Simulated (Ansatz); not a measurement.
Results of RPBE (PAW; Ansatz, an electronic-structure program) for zinc-blende AlAs.

Total energies, extrapolated to zero smearing (they compare only within this program, potentials and cutoff; free atoms with spin allowed, lowest state found):

```
system                     energy (eV/atom)
-------------------------  ----------------
zinc-blende AlAs, relaxed        -2701.7161
free Al atom                      -537.2834
free As atom                     -4859.4615
```

Work out the cohesive energy per atom.

E_coh = [1 × (-537.2834) + 1 × (-4859.4615)]/2 − (-2701.7161) = 3.34 eV/atom. The reference value is 3.82 eV/atom (measured, static lattice: zero-point vibration energy added, our sources range from 3.82 to 4.00; as tabulated in Mejia-Rodriguez and Trickey (2018), arXiv:1807.09216), a difference of -0.48 eV/atom.

The PAW data were made under PBE.
